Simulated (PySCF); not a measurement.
Compound: CH5NSi.
Numbering: `[CH2:1]=[N:2][SiH3:3]` (hydrogens: H4, H5 on C1; H6, H7, H8 on Si3)

Structure used (PBE0-D3(BJ)/def2-SVP), in Å, numbered top down from 1:
```
atom  x, y, z in Å
C1     1.5312   -0.0630    0.0053
N2     0.4723   -0.4067    0.5984
Si3   -1.1530   -0.0093    0.0658
H4     1.5656    0.5339   -0.9332
H5     2.5198   -0.3527    0.4096
H6    -1.8137    0.7734    1.1490
H7    -1.8954   -1.2851   -0.1420
H8    -1.1647    0.7894   -1.2074
```

Jobs on this species (8 atoms, 32 electrons) with PySCF (density fitting). Hardware of each: Arm Neoverse V1, one thread (shared host). The host was shared with other jobs, so the times are rough. Peak memory is the resident size of the whole Python process, interpreter and libraries included.

```
                                                                 level and settings                                                          work  basis functions  SCF cycles  wall time  peak memory
    delta-SCF UKS PBE0, pcX-2 on the ionised atom, pcseg-1 elsewhere, spin-free X2C                                 ΔSCF core ionisation, 4 holes              113           ?          ?            ?
     delta-SCF UKS PBE, pcX-2 on the ionised atom, pcseg-1 elsewhere, spin-free X2C                                 ΔSCF core ionisation, 4 holes              113           ?          ?            ?
 delta-SCF UKS SCAN, pcX-2 on the ionised atom, pcseg-1 elsewhere, non-relativistic                                 ΔSCF core ionisation, 4 holes              113          60       11 s     0.41 GiB
delta-SCF UKS SCAN, def2-TZVP on the ionised atom, pcseg-1 elsewhere, spin-free X2C                                 ΔSCF core ionisation, 4 holes               90          60       10 s     0.41 GiB
                                                 PBE0-D3(BJ)/def2-SVP, grid level 1  geometry optimisation from a GFN2-xTB start shaken at random               71          50       11 s     0.31 GiB
   delta-SCF UKS B3LYP, pcX-2 on the ionised atom, pcseg-1 elsewhere, spin-free X2C                                 ΔSCF core ionisation, 4 holes              113          54       10 s     0.41 GiB
    delta-SCF UKS SCAN, pcX-2 on the ionised atom, pcseg-1 elsewhere, spin-free X2C                                 ΔSCF core ionisation, 4 holes              113          60       11 s     0.35 GiB
    delta-SCF UKS SCAN, pcX-1 on the ionised atom, pcseg-1 elsewhere, spin-free X2C                                 ΔSCF core ionisation, 4 holes               93          59      8.4 s     0.41 GiB
      delta-SCF UKS HF, pcX-2 on the ionised atom, pcseg-1 elsewhere, spin-free X2C                                 ΔSCF core ionisation, 4 holes              113          58      5.2 s     0.41 GiB
```

Fill in the missing figures.

- delta-SCF UKS PBE0, pcX-2 on the ionised atom, pcseg-1 elsewhere, spin-free X2C; ΔSCF core ionisation, 4 holes: 10 s, 0.41 GiB, 54 SCF cycles
- delta-SCF UKS PBE, pcX-2 on the ionised atom, pcseg-1 elsewhere, spin-free X2C; ΔSCF core ionisation, 4 holes: 6.7 s, 0.41 GiB, 58 SCF cycles

What do all jobs in the table cost together?

About 83 s; the longest takes about 13 % of that, and about 2.1 times as long as the shortest.
